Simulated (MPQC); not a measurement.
# H2OSi (SMILES O[SiH]), step by step

Aim: a structure relaxation (HF/6-31++G**), then a geometry optimisation, then a structure relaxation of H2OSi. 

The results are computed with MPQC 2.3.1.

**1. Starting point**

H2OSi: 4 atoms, total charge 0, spin state singlet. SMILES: `O[SiH]`. The shape comes from GFN2-xTB, which is rough for such elements, and wasn't checked as a minimum. The run starts from this shape.

Bond lengths: O1–Si2 1.649 Å, O1–H3 0.952 Å, Si2–H4 1.481 Å. Angles: O1–Si2–H4 92.1°, Si2–O1–H3 123.5°.

**2. A structure relaxation at HF/6-31++G(d,p) (spherical functions, hessian update BFGS) (run 5)**

The input, job.in:

```
% H2OSi
molecule<Molecule>: (
   symmetry = c1
   unit = bohr
   { atoms geometry } = {
      O  [ 0.15730080    -1.29308290     0.43930463 ]
      Si [ 0.40338094     1.75931612    -0.14254204 ]
      H  [ 1.29251598    -2.19673103     1.50193543 ]
      H  [ -1.85319772     1.73049780    -1.79869802 ]
   }
)
basis<GaussianBasisSet>: (
   name = "6-31++G**"
   molecule = $:molecule
   basisdir = "."
   puream = yes
)
mpqc: (
   checkpoint = no
   savestate = no
   restart = no
   do_energy = yes
   do_gradient = no
   optimize = yes
   coor<SymmMolecularCoor>: (
      molecule = $:molecule
      generator<IntCoorGen>: ( molecule = $:molecule )
   )
   mole<CLHF>: (
      molecule = $:molecule
      basis = $:basis
      total_charge = 0
      memory = 1000000000
      print_evals = yes
      print_npa = yes
      maxiter = 70
      lindep_tol = 0.0001
      guess_wavefunction<CLHF>: (
         molecule = $:molecule
         total_charge = 0
         memory = 1000000000
         value_accuracy = 1e-3
         basis<GaussianBasisSet>: (
            name = "3-21G"
            molecule = $:molecule
         )
      )
      coor = $..:coor
   )
   opt<QNewtonOpt>: (
      function = $..:mole
      max_iterations = 40
      update<BFGSUpdate>: ()
      convergence<MolEnergyConvergence>: (
         cartesian = yes
         energy = $..:..:mole
      )
   )
)
```

The basis set 6-31++G** is read from a file made from the Basis Set Exchange's data (not shown).

Run with:

```console
$ mpqc job.in > job.out
```

What it wrote:

```text
MPQC: Massively Parallel Quantum Chemistry
                                   Version 2.3.1

  Using IntegralV3 by default for molecular integrals evaluation

  IntCoorGen: generated 6 coordinates.
  Forming optimization coordinates:
    SymmMolecularCoor::form_variable_coordinates()
      expected 6 coordinates
      found 5 variable coordinates
      found 0 constant coordinates

[... 1 line left out ...]

      docc = [ 12 ]
[... 1 line left out ...]

  CLSCF::init: total charge = 0

  docc = [ 12 ]
  nbasis = 52

  Molecular formula H2OSi

[... 61 lines left out ...]
  iter     7 energy = -364.9337722418 delta = 4.27644e-05
[... 75 lines left out ...]
  total scf energy = -364.9346047786
[... 105 lines left out ...]
  iter     2 energy = -364.9349642040 delta = 1.06772e-03
[... 64 lines left out ...]
  iter     5 energy = -364.9350332507 delta = 3.30416e-05
[... 64 lines left out ...]
  iter     7 energy = -364.9350361839 delta = 6.10065e-07
[... 75 lines left out ...]
  total scf energy = -364.9350372794
[... 78 lines left out ...]
  Value of the MolecularEnergy: -364.9350372957
[... 99 lines left out ...]
  input:                       0.01  0.01
```

Run time: 16 s. Hardware: 1 thread of Arm Neoverse V2, shared host; peak memory 0.11 GiB.

Step by step:

| step | energy from the first frame kept (eV) | largest force (eV/Å) |
| --- | --- | --- |
| 0 | 0.0000 | 0.8865 |
| 1 | -0.0227 | 0.4503 |
| 2 | -0.0309 | 0.1493 |
| 3 | -0.0328 | 0.1330 |
| 4 | -0.0343 | 0.0703 |
| 5 | -0.0344 | 0.0399 |
| 6 | -0.0344 | 0.0060 |
| 7 | -0.0344 | 0.0019 |

After the run. Bond lengths: O1–Si2 1.656 Å, O1–H3 0.943 Å, Si2–H4 1.509 Å. Angles: O1–Si2–H4 95.9°, Si2–O1–H3 117.8°.

**3. A geometry optimisation at HF/6-31++G(d,p) (spherical functions, hessian update BFGS) (run 6)**

job.in: that of step 2 with these lines changed.

```diff
@@ -36,3 +36,3 @@
       maxiter = 70
-      lindep_tol = 0.0001
+      lindep_tol = 1e-06
       guess_wavefunction<CLHF>: (
```

The basis set 6-31++G** is read from a file made from the Basis Set Exchange's data (not shown).

Run with:

```console
$ mpqc job.in > job.out
```

What it wrote:

```text
MPQC: Massively Parallel Quantum Chemistry
                                   Version 2.3.1

  Using IntegralV3 by default for molecular integrals evaluation

  IntCoorGen: generated 6 coordinates.
  Forming optimization coordinates:
    SymmMolecularCoor::form_variable_coordinates()
      expected 6 coordinates
      found 5 variable coordinates
      found 0 constant coordinates

[... 1 line left out ...]

      docc = [ 12 ]
[... 1 line left out ...]

  CLSCF::init: total charge = 0

  docc = [ 12 ]
  nbasis = 52

  Molecular formula H2OSi

[... 61 lines left out ...]
  iter     7 energy = -364.9337722418 delta = 4.27644e-05
[... 75 lines left out ...]
  total scf energy = -364.9346047786
[... 105 lines left out ...]
  iter     2 energy = -364.9349642040 delta = 1.06772e-03
[... 64 lines left out ...]
  iter     5 energy = -364.9350332507 delta = 3.30416e-05
[... 64 lines left out ...]
  iter     7 energy = -364.9350361839 delta = 6.10065e-07
[... 75 lines left out ...]
  total scf energy = -364.9350372794
[... 78 lines left out ...]
  Value of the MolecularEnergy: -364.9350372957
[... 99 lines left out ...]
  input:                       0.01  0.01
```

Run time: 16 s. Hardware: 1 thread of Arm Neoverse V2, shared host; peak memory 0.11 GiB.

Steps, from the record of the run:

| step | energy from the first frame kept (eV) | largest force (eV/Å) |
| --- | --- | --- |
| 0 | 0.0000 | 0.8865 |
| 1 | -0.0227 | 0.4503 |
| 2 | -0.0309 | 0.1493 |
| 3 | -0.0328 | 0.1330 |
| 4 | -0.0343 | 0.0703 |
| 5 | -0.0344 | 0.0399 |
| 6 | -0.0344 | 0.0060 |
| 7 | -0.0344 | 0.0019 |

After the run. Bond lengths: O1–Si2 1.656 Å, O1–H3 0.943 Å, Si2–H4 1.509 Å. Angles: O1–Si2–H4 95.9°, Si2–O1–H3 117.8°.

**4. A geometry optimisation at HF/6-31++G(d,p) (spherical functions, hessian update BFGS) (run 7)**

job.in: that of step 3 with these lines changed.

```diff
@@ -36,3 +36,3 @@
       maxiter = 70
-      lindep_tol = 1e-06
+      lindep_tol = 1e-08
       guess_wavefunction<CLHF>: (
```

The basis set 6-31++G** is read from a file made from the Basis Set Exchange's data (not shown).

Run with:

```console
$ mpqc job.in > job.out
```

What it wrote:

```text
MPQC: Massively Parallel Quantum Chemistry
                                   Version 2.3.1

  Using IntegralV3 by default for molecular integrals evaluation

  IntCoorGen: generated 6 coordinates.
  Forming optimization coordinates:
    SymmMolecularCoor::form_variable_coordinates()
      expected 6 coordinates
      found 5 variable coordinates
      found 0 constant coordinates

[... 1 line left out ...]

      docc = [ 12 ]
[... 1 line left out ...]

  CLSCF::init: total charge = 0

  docc = [ 12 ]
  nbasis = 52

  Molecular formula H2OSi

[... 61 lines left out ...]
  iter     7 energy = -364.9337722418 delta = 4.27644e-05
[... 75 lines left out ...]
  total scf energy = -364.9346047786
[... 105 lines left out ...]
  iter     2 energy = -364.9349642040 delta = 1.06772e-03
[... 64 lines left out ...]
  iter     5 energy = -364.9350332507 delta = 3.30416e-05
[... 64 lines left out ...]
  iter     7 energy = -364.9350361839 delta = 6.10065e-07
[... 75 lines left out ...]
  total scf energy = -364.9350372794
[... 78 lines left out ...]
  Value of the MolecularEnergy: -364.9350372957
[... 99 lines left out ...]
  input:                       0.01  0.01
```

Wall time 16 s (1 thread of Arm Neoverse V2, shared host); peak memory 0.11 GiB.

Steps, from the record of the run:

| step | energy from the first frame kept (eV) | largest force (eV/Å) |
| --- | --- | --- |
| 0 | 0.0000 | 0.8865 |
| 1 | -0.0227 | 0.4503 |
| 2 | -0.0309 | 0.1493 |
| 3 | -0.0328 | 0.1330 |
| 4 | -0.0343 | 0.0703 |
| 5 | -0.0344 | 0.0399 |
| 6 | -0.0344 | 0.0060 |
| 7 | -0.0344 | 0.0019 |

After the run. Bond lengths: O1–Si2 1.656 Å, O1–H3 0.943 Å, Si2–H4 1.509 Å. Angles: O1–Si2–H4 95.9°, Si2–O1–H3 117.8°.

**5. Outcome**

```
                                    quantity          value
run 5, HF/6-31++G**: total energy at the end  -364.93504 Eh
            run 5, HF/6-31++G**: HOMO energy       -8.99 eV
            run 5, HF/6-31++G**: LUMO energy        0.68 eV
          run 5, HF/6-31++G**: HOMO–LUMO gap        9.67 eV
run 6, HF/6-31++G**: total energy at the end  -364.93504 Eh
run 7, HF/6-31++G**: total energy at the end  -364.93504 Eh
```

In words: The optimisation (run 5, HF/6-31++G**) took 7 steps and changed the energy by -0.034 eV. The optimisation (run 6, HF/6-31++G**) took 7 steps and changed the energy by -0.034 eV. The optimisation (run 7, HF/6-31++G**) took 7 steps and changed the energy by -0.034 eV.
